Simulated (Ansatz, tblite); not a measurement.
# BeMe(SiH3) (CH₆BeSi): charged states by level of theory

An exercise on one series of results from a longer session: the logs are not shown, and one member is left open.

The runs use Ansatz 0.2.0, Gaussian basis; as each input shows.

The runs, in order: charge +1 doublet, at the geometry of the singlet (PBE0-D4/def2-TZVP, PBE-D4/def2-TZVP, r2SCAN-D4/def2-TZVP, CCSD(T)/def2-TZVPP); charge -1 doublet, at the geometry of the singlet (PBE0-D4/def2-TZVPD, PBE-D4/def2-TZVPD, r2SCAN-D4/def2-TZVPD, CCSD(T)/def2-TZVPD); the starting singlet's energies come from earlier runs.

## The relaxed structure

The singlet was relaxed beforehand with r2SCAN-D4/def2-TZVP.

9 atoms, charge 0, spin multiplicity 1.

Atoms are counted from 1 here; the program's logs count them from 0.

Bond lengths: Be1–C2 1.674 Å, Be1–Si6 2.192 Å, C2–H3 1.097 Å, C2–H4 1.096 Å, C2–H5 1.097 Å, Si6–H7 1.493 Å, Si6–H8 1.493 Å, Si6–H9 1.493 Å. Angles: C2–Be1–Si6 179.4°, Be1–C2–H3 112.1°, Be1–C2–H4 112.5°, Be1–C2–H5 112.2°, H3–C2–H4 106.5°, H3–C2–H5 106.5°, H4–C2–H5 106.5°, Be1–Si6–H7 112.8°, Be1–Si6–H8 112.6°, Be1–Si6–H9 112.2°, H7–Si6–H8 106.3°, H7–Si6–H9 106.2°, H8–Si6–H9 106.2°.

Set-up of the first run:

Input file in.yaml:

```yaml
crystal:
  periodic: [false, false, false]
  atoms:
    - {symbol: Be, position_ang: [0.007692, 0.007624, 0.282406]}
    - {symbol: C, position_ang: [-0.002447, -0.016339, 1.956641]}
    - {symbol: H, position_ang: [-1.002756, -0.213161, 2.360544]}
    - {symbol: H, position_ang: [0.328422, 0.933639, 2.392498]}
    - {symbol: H, position_ang: [0.656034, -0.792706, 2.364209]}
    - {symbol: Si, position_ang: [0.005582, 0.020007, -1.909849]}
    - {symbol: H, position_ang: [1.330485, 0.393568, -2.488386]}
    - {symbol: H, position_ang: [-0.984864, 0.983389, -2.476216]}
    - {symbol: H, position_ang: [-0.338149, -1.316011, -2.481847]}
basis:
  gaussian: {orbitals: def2-TZVP}
total_charge: 1
magnetization: {spin_polarized: true, initial_magnetization: 1}
hamiltonian: {xc: pbe0, dispersion: d4}
output: {orbitals: {seedname: orbitals}}
```

Command:

```
> ansatz run in.yaml --threads 4 --pin off --events-out ev --progress --plain --max-ram 3916MiB
```

Among the steps run: Charge +1 doublet at the fixed geometry, PBE0-D4/def2-TZVP; Charge +1 doublet at the fixed geometry, PBE-D4/def2-TZVP; Charge +1 doublet at the fixed geometry, r2SCAN-D4/def2-TZVP; Charge +1 doublet at the fixed geometry, CCSD(T)/def2-TZVPP.

One table of the session follows, with a row left open; its other results are not shown here.

It belongs to the step «Vertical ionisation energy». 

| method | vertical ionisation energy (eV) |
| --- | --- |
| HF/def2-TZVPP | 9.18 |
| PBE-D4/def2-TZVP | 9.58 |
| r2SCAN-D4/def2-TZVP | 9.64 |
| PBE0-D4/def2-TZVP | ? |
| MP2/def2-TZVPP | 9.92 |
| CCSD/def2-TZVPP | 9.95 |
| CCSD(T)/def2-TZVPP | 9.95 |

Estimate the missing values for PBE0-D4/def2-TZVP.

As computed: vertical ionisation energy (eV): 9.79. In the column «vertical ionisation energy (eV)» it lies between r2SCAN-D4/def2-TZVP (9.64) and MP2/def2-TZVPP (9.92).
